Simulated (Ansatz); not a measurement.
## PH⁻, doublet: the ladder up to UCCSDT(Q)

Geometry: that of the PH⁻, quartet, kept fixed.

```xyz
2

P     0.0000    0.0000    0.0000
H     0.0000    0.0000    1.5586
```

Basis aug-cc-pVDZ; Ansatz 0.2.0. Correlated methods freeze the noble-gas cores, which leaves 7 electrons in 31 orbitals. R marks a restricted (for open shells ROHF) determinant, U an unrestricted one. Active spaces: valence = (7e, 5o) chosen from the atoms' valence shells.

Full CI isn't at hand for all of this; UCCSDT(Q) serves as the reference, and is uncertain by the last step of the cluster series or more. The frozen core follows each run's orbitals, which can shift R against U totals by a few meV.

For open shells CISD is restricted-active-space CI with the open shells as a complete middle space.

The UHF ⟨S²⟩ is 0.768. The T1 diagnostic (RCCSD) is 0.0209. The largest doubles amplitude (RCCSD) is 0.080. The T1 diagnostic (UCCSD) is 0.0165.

```tsv
level	E − E(UCCSDT(Q)) (mEh)	share of correlation (%)	wall time
RHF	152.33	0.00	–
UHF	148.20	2.71	–
RMP2	28.87	81.05	–
UMP2	29.52	80.62	–
CISD	13.90	90.87	0.87 s
RCCSD	6.40	95.80	–
UCCSD	6.27	95.89	–
RCCSD(T)	1.24	99.19	1 s
UCCSD(T)	1.25	99.18	2.5 s
BCCD(T)	1.25	99.18	1.2 s
RCCSDT	0.33	99.78	–
UCCSDT	0.32	99.79	–
RCCSDT(Q)	0.01	99.99	5.5 s
CASSCF (valence space)	133.03	12.67	–
NEVPT2 (valence space)	36.73	75.89	0.45 s
MRCISD (valence space)	11.09	92.72	–
MRCISD+Q (valence space)	0.61	99.60	0.72 s
```

The correlation energy at UCCSDT(Q), counted from RHF, is -4.145 eV. That run took 7.5 s on 1 thread of Arm Neoverse V1, shared host.

Times hold each run's SCF and search for its determinant on a shared host, so for small cases they say little of a method's own cost; they ran on 1 thread of Arm Neoverse V1.

Natural occupations of CASSCF (valence space) about the gap: 2.000 1.997 1.965 1.000 0.038; effectively unpaired electrons, Σ n²(2−n)², 1.01.
